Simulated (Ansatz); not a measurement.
A made-up structure of C2H7Si (charge -1), singlet:

| atom | x (Å) | y (Å) | z (Å) |
| --- | --- | --- | --- |
| C1 | -1.0396 | 0.6940 | -0.8051 |
| Si2 | 0.7308 | -0.8180 | 1.0038 |
| C3 | 0.5943 | 0.9745 | 0.2329 |
| H4 | -1.0376 | -0.2478 | -1.3737 |
| H5 | -1.1948 | 1.5163 | -1.5141 |
| H6 | -1.9118 | 0.6792 | -0.1396 |
| H7 | 1.2715 | 0.8114 | -0.5661 |
| H8 | -0.2302 | -0.9803 | 2.0365 |
| H9 | 2.0069 | -1.0148 | 1.5946 |
| H10 | 0.5232 | -1.8544 | 0.0555 |

It is relaxed with PBE-D4/def2-SVPD and then PBE0-D4/def2-TZVPD (Ansatz 0.2.0). Atoms count as bonded within 1.22 times the sum of their covalent radii (H–H: 0.88 Å). The end point is not checked to be a true minimum.

Problem. Does its bonding change? (A judgement: the text doesn't fix the answer.)

Solution. The calculation gives: Yes. Formed: C1–C3; broken: none.

Where it ends: The first stage lowers the energy by 1.73 eV in 12 steps. It ends as C₂H₇Si ([CH3][CH][SiH3]), total charge -1:
C1  (-0.949, 0.749, -0.814)
Si2  (0.682, -0.839, 0.949)
C3  (0.384, 0.509, -0.160)
H4  (-1.151, 0.189, -1.754)
H5  (-1.112, 1.810, -1.070)
H6  (-1.775, 0.481, -0.137)
H7  (1.251, 0.879, -0.713)
H8  (-0.339, -0.933, 2.072)
H9  (2.038, -0.745, 1.611)
H10  (0.685, -2.338, 0.541)
(Å)

Labels in which every atom is bracketed show which atoms are joined, not bond orders.

For scale, one of the runs: PBE0-D4/def2-TZVPD relaxation, 180 basis functions, launched by `ansatz run in.yaml --threads 2 --pin off --events-out ev --progress --plain --max-ram 4352MiB`. Hardware: 2 CPU threads of an Intel Xeon Platinum 8223CL, shared host. Wall time about 27 s.
